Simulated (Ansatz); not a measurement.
## Relative stability

Two relaxed structures of H2S3O, singlet (PBE0-D4/def2-TZVP; forces vanish, vibrations not checked).

A:

| atom | x (Å) | y (Å) | z (Å) |
| --- | --- | --- | --- |
| O1 | -0.0018 | 1.5988 | -1.0281 |
| S2 | 0.4258 | 1.4142 | 0.5561 |
| S3 | 1.2380 | -0.4039 | 0.7218 |
| S4 | -0.2817 | -1.7668 | 1.0763 |
| H5 | -0.9133 | 1.2974 | -1.1230 |
| H6 | -0.4670 | -2.1398 | -0.2031 |

B:

```
6
angstrom
O -0.4461 1.7233 -1.7058
S 1.1582 1.2683 1.4007
S 0.5815 -0.5452 1.4961
S -0.0292 -1.3862 -0.1011
H 0.1556 1.9931 -1.0061
H -0.3895 0.7634 -1.6931
```

Computed with Ansatz 0.2.0 (basis: def2-TZVPP); correlated methods freeze the cores. B3LYP uses VWN-RPA correlation.

Task: Which structure is lower at CCSD(T), and by how much? (An estimate is asked for; the value comes from the calculation.)

Result: The calculation gives: A, by 0.012 eV (electronic energy, against the other); a gap this small isn't resolved in one triple-zeta basis. By their contacts, A is H₂S₃O ([OH][S][S][SH]) and B is a complex of H₂O + S₃.

Task: Do the other methods give the same order? (Judge from chemistry; the calculation decides.)

Result: The calculation gives: Not all: MP2 gives the other order.

```
   method  E(B) − E(A) (eV)
   PBE-D4             0.079
r2SCAN-D4             0.104
  PBE0-D4             0.283
 B3LYP-D4             0.125
  wB97M-V             0.406
       HF             0.666
      MP2            -0.180
     CCSD             0.214
  CCSD(T)             0.012
```

The T1 diagnostic stays at or below 0.019. The restricted Hartree–Fock reference is unstable towards an unrestricted one at one or more of these structures.

Labels in which every atom is bracketed show which atoms are joined, not bond orders.

For scale, one of the runs: CCSD(T)/def2-TZVPP, 185 basis functions, launched by `ansatz run in.yaml --threads 2 --pin off --events-out ev --progress --plain --max-ram 4352MiB`. Time: 46 s of wall clock on 2 CPU threads of an Arm Neoverse V2; the host was shared. Peak host memory: 1.7 GiB.
